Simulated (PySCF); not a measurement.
hydrogen peroxide (H2O2), SMILES OO.

Geometry: B3LYP-D3(BJ)/def2-TZVP. The geometry has at least one imaginary mode, so it is a saddle point at that level.

Two levels are set side by side: PBE/def2-TZVPD (PySCF) and PBE0/def2-TZVPD (PySCF). Same geometry, gas phase. Differences are taken from unrounded values.

```tsv
quantity	PBE0
orbital gap (eV)	7.47
highest occupied level (eV)	-7.62
lowest empty level (eV)	-0.15
mean polarisability (bohr³)	15.2
```

Task: What does PBE give, and how far is it from PBE0? (An estimate is asked for; the answer gives what the named calculation found.)

Result: 
```json
[
 {"quantity": "orbital gap (eV)", "PBE": "4.24", "PBE minus PBE0": "-3.23"},
 {"quantity": "highest occupied level (eV)", "PBE": "-5.73", "PBE minus PBE0": "1.89"},
 {"quantity": "lowest empty level (eV)", "PBE": "-1.49", "PBE minus PBE0": "-1.34"},
 {"quantity": "mean polarisability (bohr³)", "PBE": "16.0", "PBE minus PBE0": "0.8"}
]
```

PBE's occupied levels lie high since its potential decays too fast outside the molecule; exact exchange lowers them and widens the gap. Loosely held outer electrons make PBE densities more polarisable. Differences between two approximate levels are no errors against the true value.

Rough cost on one machine, each run with all the roots and properties that it gave: PBE0 against PBE within a factor of 2.
